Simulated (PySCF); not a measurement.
# Electron affinity of Cl by level of theory

Cl⁻ [Ar] (1S) → Cl [Ne] 3s2 3p5 (2P), as a difference of total energies. All numbers are calculated (PySCF 2.14, the spin-free X2C one-electron Hamiltonian (Gaussian nucleus), in aug-cc-pCVTZ-DK (8s7p5d3f, 75 functions)). Correlated levels: valence: [Ne] frozen. The calculations carry no spin-orbit coupling.

```tsv
method	electron affinity (eV)	plus first-order spin-orbit estimate	error of that sum (eV)
UHF	2.359	2.324	-1.289
MP2 (valence)	3.619	3.584	-0.029
SCS-MP2 (valence)	3.520	3.485	-0.128
CCSD (valence)	3.396	3.361	-0.252
CCSD(T) (valence)	3.489	3.455	-0.158
```

Reference: 3.613 eV (measured; photodetachment measurements, as compiled on the Wikipedia data page of electron affinities).

A first-order spin-orbit estimate (lowest level to lowest level, LS coupling) adds -0.035 eV.

Errors of the correlated levels include the incompleteness of this basis and the frozen core.
